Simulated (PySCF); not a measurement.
Compound: N,N,N',N'-tetramethylmethanediamine, C5H14N2.
Bonds: C1–N2, N2–C3, N2–C4, C4–N5, N5–C6, N5–C7. Hydrogens: H8, H9, H10 on C1; H11, H12, H13 on C3; H14, H15 on C4; H16, H17, H18 on C6; H19, H20, H21 on C7.

Torsions of this conformer, `[CH3:1][N:2]([CH3:3])[CH2:4][N:5]([CH3:6])[CH3:7]`: C1–N2–C4–N5 66°, N2–C4–N5–C6 -164°.

The closed-shell ground state was solved at several levels (PySCF, density fitting, gas phase, non-relativistic). Isolated species at its PBE0-D3(BJ)/def2-SVP geometry (one conformer only).

```csv
level,basis functions,total energy (Eh),HOMO (eV),LUMO (eV),gap (eV),dipole (D)
wB97X-D/def2-SVPD,252,-308.1323,-7.96,2.36,10.32,0.59
B3LYP/6-31G-J,140,-308.4006,-5.48,2.25,7.73,0.77
B3LYP/def2-TZVP,301,-308.5571,-5.89,0.77,6.66,0.46
B3LYP/pcJ-0,133,-307.9372,-5.60,2.82,8.42,0.77
B3LYP/pcJ-1,329,-308.4603,-5.83,1.13,6.96,0.54
B3LYP/6-31G*,126,-308.4323,-5.59,2.31,7.90,0.53
```

Q: Estimate the row for PBE0/pcSseg-1, a basis of 189 functions; the other rows only guide the guess.

A: Total energy -308.0241 Eh, HOMO -6.04 eV, LUMO 1.42 eV, gap 7.46 eV, dipole 0.60 D.

Q: Over all these levels, which gives the widest orbital gap and which the narrowest?

A: wB97X-D/def2-SVPD (range-separated hybrid) has the widest, 10.32 eV, and B3LYP/def2-TZVP (global hybrid, 20 % exact exchange) the narrowest, 6.66 eV. Functional and basis both differ between the two, so the spread mixes both effects.

Q: How much does the basis alone move the frontier levels among the 5 B3LYP rows?

A: The HOMO by 0.41 eV and the LUMO by 2.05 eV. By rising basis size (HOMO, LUMO in eV): 6-31G* -5.59, 2.31; pcJ-0 -5.60, 2.82; 6-31G-J -5.48, 2.25; def2-TZVP -5.89, 0.77; pcJ-1 -5.83, 1.13.

Q: How far do the dipole and the HOMO energy spread over the levels?

A: The dipole runs from 0.46 to 0.77 D (mean 0.61 D) and the HOMO from -7.96 to -5.48 eV.

The pairwise dispersion term of wB97X-D wasn't added to the energies; at a given geometry it leaves orbitals and properties as they are.
